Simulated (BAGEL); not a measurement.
# doublet SiH3Cl+: levels of theory compared

Wanted: a comparison of 3 runs (ROHF/6-31G*, UHF/6-31G*, UHF/aug-cc-pVDZ) of doublet SiH3Cl+. 

Program for the calculation: BAGEL 1.2.2.

1 further run of the same task is left out (it didn't finish).

### Step 1. The structure to begin with

SiH3Cl+ has 5 atoms, charge +1, and is taken as a doublet. SMILES of the parent species: `[H][Si]([H])([H])Cl`. The shape is that of a GFN2-xTB optimisation. That shape belongs to the parent species and isn't relaxed for this state.

Bond lengths: Si1–Cl2 2.010 Å, Si1–H3 1.458 Å, Si1–H4 1.458 Å, Si1–H5 1.458 Å. Angles: Cl2–Si1–H3 108.3°, Cl2–Si1–H4 108.2°, Cl2–Si1–H5 108.0°, H3–Si1–H4 110.8°, H3–Si1–H5 110.8°, H4–Si1–H5 110.7°.

### Step 2. A single-point energy at ROHF/6-31G(d) (density fitting with qzvpp-jkfit, spherical functions) (run 1)

The input, calc.json:

```json
{ "bagel": [

{
  "title": "molecule",
  "basis": "6-31gs.json",
  "df_basis": "qzvpp-jkfit",
  "angstrom": true,
  "geometry": [
    { "atom": "Si", "xyz": [       0.000290,       0.001940,      -0.129410 ] },
    { "atom": "Cl", "xyz": [       0.010690,      -0.020840,       1.880630 ] },
    { "atom": "H", "xyz": [       1.382330,       0.011210,      -0.594910 ] },
    { "atom": "H", "xyz": [      -0.700750,       1.203700,      -0.566480 ] },
    { "atom": "H", "xyz": [      -0.692550,      -1.196020,      -0.589840 ] }
  ]
},

{ "title": "rohf", "charge": 1, "nopen": 1 },

{ "title": "print", "file": "orbitals.molden", "orbitals": true }

]}
```

The basis set 6-31G* is read from a file made from the Basis Set Exchange's data (not shown).

Run with:

```console
$ BAGEL_NUM_THREADS=1 BAGEL calc.json > calc.out
```

Log:

```text
* using 1 threads per process

  ===============================================================
  ===============================================================

  *** Geometry ***

  { "atom" : "Si", "xyz" : [      0.000548,      0.003666,     -0.244549 ] },
  { "atom" : "Cl", "xyz" : [      0.020201,     -0.039382,      3.553876 ] },
  { "atom" : "H", "xyz" : [      2.612225,      0.021184,     -1.124217 ] },
  { "atom" : "H", "xyz" : [     -1.324226,      2.274663,     -1.070492 ] },
  { "atom" : "H", "xyz" : [     -1.308730,     -2.260150,     -1.114636 ] },

  Number of auxiliary basis functions:      310

  Since a DF basis is specified, we compute 2- and 3-index integrals:
    o Being stored without compression. Storage requirement is 0.004 GB

  Number of basis functions:       42
  Number of electrons      :       34

    * METHOD: MOLECULE                             0.06

  *** Open-shell HF ***

  === Nuclear Repulsion ===
    88.0988482975

      * DIIS with orbital gradients will be used.

  === ROHF iteration (6-31gs.json) ===
      0       -749.65770281          0.03118160           0.02
      1       -749.72841077          0.01416917           0.02
      2       -749.74154809          0.00654949           0.02
      3       -749.74814976          0.00410662           0.02
      4       -749.75313198          0.00392008           0.02
      5       -749.75845633          0.00375807           0.02
      6       -749.74226166          0.01461660           0.02
      7       -749.76806425          0.00399059           0.02
      8       -749.76957383          0.00107949           0.02
      9       -749.76945004          0.00027762           0.02
     10       -749.76962516          0.00011370           0.02
     11       -749.76964402          0.00004009           0.02
     12       -749.76963222          0.00002895           0.02
     13       -749.76962889          0.00001166           0.02
     14       -749.76963085          0.00000442           0.02
     15       -749.76963125          0.00000165           0.02
[... 70 lines of this table left out ...]
     86       -749.76963149          0.00000019           0.02
     87       -749.76963149          0.00000010           0.02
     88       -749.76963149          0.00000002           0.02
     89       -749.76963149          0.00000008           0.02
     90       -749.76963149          0.00000002           0.02
     91       -749.76963149          0.00000002           0.02
     92       -749.76963149          0.00000002           0.02
     93       -749.76963149          0.00000000           0.02
    * SCF iteration converged.

    * S^2 (ROHF) is 0.7500

    * Permanent dipole moment:
           (    0.055908,     0.035471,    -0.116599) a.u.

    * METHOD: ROHF                                 1.76

    * METHOD: PRINT                                0.00

  ===============================================================
```

It took 1.9 s on 1 thread of Arm Neoverse V2, shared host.

### Step 3. A single-point energy at UHF/6-31G(d) (density fitting with qzvpp-jkfit, spherical functions) (run 2)

The input, input.json:

```json
{ "bagel": [

{
  "title": "molecule",
  "basis": "6-31gs.json",
  "df_basis": "qzvpp-jkfit",
  "angstrom": true,
  "geometry": [
    { "atom": "Si", "xyz": [       0.000290,       0.001940,      -0.129410 ] },
    { "atom": "Cl", "xyz": [       0.010690,      -0.020840,       1.880630 ] },
    { "atom": "H", "xyz": [       1.382330,       0.011210,      -0.594910 ] },
    { "atom": "H", "xyz": [      -0.700750,       1.203700,      -0.566480 ] },
    { "atom": "H", "xyz": [      -0.692550,      -1.196020,      -0.589840 ] }
  ]
},

{
  "title": "uhf",
  "charge": 1,
  "nopen": 1
},

{
  "title": "print",
  "file": "orbitals.molden",
  "orbitals": true
}

]}
```

The basis set 6-31G* is read from a file made from the Basis Set Exchange's data (not shown).

Run with:

```console
$ BAGEL_NUM_THREADS=1 BAGEL input.json > input.out
```

Log:

```text
* using 1 threads per process

  ===============================================================
  ===============================================================

  *** Geometry ***

  { "atom" : "Si", "xyz" : [      0.000548,      0.003666,     -0.244549 ] },
  { "atom" : "Cl", "xyz" : [      0.020201,     -0.039382,      3.553876 ] },
  { "atom" : "H", "xyz" : [      2.612225,      0.021184,     -1.124217 ] },
  { "atom" : "H", "xyz" : [     -1.324226,      2.274663,     -1.070492 ] },
  { "atom" : "H", "xyz" : [     -1.308730,     -2.260150,     -1.114636 ] },

  Number of auxiliary basis functions:      310

  Since a DF basis is specified, we compute 2- and 3-index integrals:
    o Being stored without compression. Storage requirement is 0.004 GB

  Number of basis functions:       42
  Number of electrons      :       34

    * METHOD: MOLECULE                             0.06

  *** Open-shell HF ***

  === Nuclear Repulsion ===
    88.0988482975

      * DIIS with orbital gradients will be used.

  === UHF iteration (6-31gs.json) ===
      0       -749.65770281          0.03118160           0.02
      1       -749.73567796          0.01372078           0.02
      2       -749.75083289          0.00605553           0.02
      3       -749.75668910          0.00365449           0.02
      4       -749.76200117          0.00322667           0.02
      5       -749.77012406          0.00213108           0.02
      6       -749.77310899          0.00270043           0.02
      7       -749.77399759          0.00043822           0.02
      8       -749.77427945          0.00015576           0.02
      9       -749.77433589          0.00015633           0.02
     10       -749.77436308          0.00006200           0.02
     11       -749.77436366          0.00002995           0.02
     12       -749.77436503          0.00001799           0.02
     13       -749.77436676          0.00000526           0.02
     14       -749.77436693          0.00000176           0.02
     15       -749.77436694          0.00000122           0.02
[... 34 lines of this table left out ...]
     50       -749.77436809          0.00000004           0.02
     51       -749.77436810          0.00000003           0.02
     52       -749.77436810          0.00000003           0.02
     53       -749.77436810          0.00000003           0.02
     54       -749.77436810          0.00000006           0.02
     55       -749.77436810          0.00000002           0.02
     56       -749.77436810          0.00000001           0.02
     57       -749.77436810          0.00000001           0.02
    * SCF iteration converged.

    * S^2 (UHF) is 0.7605

    * Permanent dipole moment:
           (    0.060721,     0.043200,    -0.089765) a.u.

    * METHOD: UHF                                  1.08

    * METHOD: PRINT                                0.00

  ===============================================================
```

Run time: 1.3 s. Hardware: 1 thread of Arm Neoverse V2, shared host.

### Step 4. The energy at UHF/aug-cc-pVDZ (density fitting with qzvpp-jkfit) (run 3)

calc.json: that of step 2 with these lines changed.

```diff
@@ -4,3 +4,3 @@
   "title": "molecule",
-  "basis": "6-31gs.json",
+  "basis": "aug-cc-pvdz.json",
   "df_basis": "qzvpp-jkfit",
@@ -16,5 +16,13 @@
 
-{ "title": "rohf", "charge": 1, "nopen": 1 },
+{
+  "title": "uhf",
+  "charge": 1,
+  "nopen": 1
+},
 
-{ "title": "print", "file": "orbitals.molden", "orbitals": true }
+{
+  "title": "print",
+  "file": "orbitals.molden",
+  "orbitals": true
+}
```

The basis set aug-cc-pVDZ is read from a file made from the Basis Set Exchange's data (not shown).

Run with:

```console
$ BAGEL_NUM_THREADS=1 BAGEL calc.json > calc.out
```

Log:

```text
* using 1 threads per process

  ===============================================================
  ===============================================================

  *** Geometry ***

  { "atom" : "Si", "xyz" : [      0.000548,      0.003666,     -0.244549 ] },
  { "atom" : "Cl", "xyz" : [      0.020201,     -0.039382,      3.553876 ] },
  { "atom" : "H", "xyz" : [      2.612225,      0.021184,     -1.124217 ] },
  { "atom" : "H", "xyz" : [     -1.324226,      2.274663,     -1.070492 ] },
  { "atom" : "H", "xyz" : [     -1.308730,     -2.260150,     -1.114636 ] },

  Number of auxiliary basis functions:      310

  Since a DF basis is specified, we compute 2- and 3-index integrals:
    o Being stored without compression. Storage requirement is 0.016 GB

  Number of basis functions:       81
  Number of electrons      :       34

    * METHOD: MOLECULE                             0.07

  *** Open-shell HF ***

  === Nuclear Repulsion ===
    88.0988482975

      * DIIS with orbital gradients will be used.

  === UHF iteration (aug-cc-pvdz.json) ===
      0       -749.65817532          0.03150840           0.04
      1       -749.76232387          0.01543320           0.04
      2       -749.78887661          0.00688484           0.04
      3       -749.79885325          0.00236479           0.04
      4       -749.80335719          0.00204034           0.04
      5       -749.80679525          0.00199898           0.04
      6       -749.81473704          0.00139363           0.04
      7       -749.81824552          0.00064234           0.04
      8       -749.81878219          0.00046885           0.04
      9       -749.81882702          0.00039477           0.04
     10       -749.81883605          0.00028671           0.04
     11       -749.81890124          0.00004370           0.04
     12       -749.81890794          0.00002558           0.04
     13       -749.81890797          0.00001660           0.04
     14       -749.81890894          0.00001238           0.04
     15       -749.81891006          0.00000480           0.04
[... 40 lines of this table left out ...]
     56       -749.81891447          0.00000012           0.04
     57       -749.81891447          0.00000019           0.04
     58       -749.81891448          0.00000008           0.04
     59       -749.81891448          0.00000005           0.04
     60       -749.81891448          0.00000004           0.04
     61       -749.81891448          0.00000005           0.04
     62       -749.81891448          0.00000002           0.04
     63       -749.81891448          0.00000001           0.04
    * SCF iteration converged.

    * S^2 (UHF) is 0.7632

    * Permanent dipole moment:
           (    0.050484,     0.043799,    -0.062915) a.u.

    * METHOD: UHF                                  2.66

    * METHOD: PRINT                                0.01

  ===============================================================
```

Run time: 2.9 s. Hardware: 1 thread of Arm Neoverse V2, shared host.

### Step 5. Overview of the runs

```csv
run,level,energy (Eh),⟨S²⟩,wall time
1,"ROHF/6-31G* (density fitting with qzvpp-jkfit, spherical functions)",-749.769631,0.750,1.9 s
2,"UHF/6-31G* (density fitting with qzvpp-jkfit, spherical functions)",-749.774368,0.760,1.3 s
3,UHF/aug-cc-pVDZ (density fitting with qzvpp-jkfit),-749.818914,0.763,2.9 s
```

### Step 6. What came out

```
           quantity          value
run 3: total energy  -749.81891 Eh
        run 3: ⟨S²⟩          0.763
```

**Reading.** Over the runs the total energy spans 1.341 eV. All runs together took 6.1 s, the longest 2.9 s.
